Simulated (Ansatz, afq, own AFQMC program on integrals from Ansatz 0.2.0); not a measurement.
## H₂O, singlet in 6-31G, levels against full CI

```xyz
3

O     0.0000   -0.1058    0.0528
H     0.0000    1.2010   -1.6520
H     0.0000    0.4780    0.8143
```

Basis 6-31G. Noble-gas cores (and the filled d shells of Ga–Kr and In–Xe) are frozen. Ansatz 0.2.0 and our own AFQMC program on the same integrals; the CISD trial comes from CCSD amplitudes, and released means the phaseless constraint is let go. ± is one standard error of the sampling.

Determinant: RHF, the one that the program's search chose, which needn't be the lowest solution. The geometry is a point of a scan.

Full CI on the same integrals is exact in this basis and with this determinant's frozen core.

Cautions: restricted determinant unstable towards unrestricted (UHF 3.33 eV lower, ⟨S²⟩ 0.95); strong correlation (T1 0.035, weight of the determinant 0.74, largest double 0.53); the CCSD(T) amplitudes may be one of several solutions (largest double 0.53); the CCSDT(Q) amplitudes may be one of several solutions (largest double 0.57); the CCSDTQ amplitudes may be one of several solutions (largest double 0.57).

```
T1 diagnostic                               : 0.0345
weight of the determinant in the CISD state : 0.743
size of the correlated space                : 8 electrons in 12 orbitals
```

```tsv
level	correlation energy (eV)
MP2	-5.1997
CCSD	-6.1349
CCSD(T)	-6.3827
```

Question: Estimate where phaseless AFQMC with a CISD trial lies against CCSD(T) on the same integrals.

Answer: 6.1 ± 1.6 kJ/mol above CCSD(T).

Reference: full CI, correlation energy -6.368 eV. The released energy is read at 2.40 1/Eh (meV from the phaseless value at times in 1/Eh: -13 ± 22 at 0.24, -18 ± 24 at 0.51, -51 ± 20 at 0.99, -44 ± 25 at 1.62, -25 ± 18 at 2.40). The cautions show a poor starting determinant, so the rows tell how each method copes with it here, and full CI is the sure value.

| level | E − E(reference) (kJ/mol) | share of correlation (%) |
| --- | --- | --- |
| CCSD(T) | -1.4 | 100.23 |
| CCSDT | 3.1 | 99.50 |
| CCSDT(Q) | -1.0 | 100.16 |
| CCSDTQ | 0.2 | 99.97 |
| ph-AFQMC/CISD | 4.7 ± 1.6 | 99.23 |
| released AFQMC | 2.3 ± 1.8 | 99.62 |

CCSDT and higher add their correlation energy to the determinant of the CCSD(T) run, since their own runs factorise the integrals more tightly (a shift of under 2 meV). A walk keeps the symmetry of its determinant, which the program's search chose and which needn't be the lowest solution, so a lower state of the same spin and another symmetry isn't excluded. Released energies are given only where the last usable release times agree within the noise; a slower fall can still hide under it.
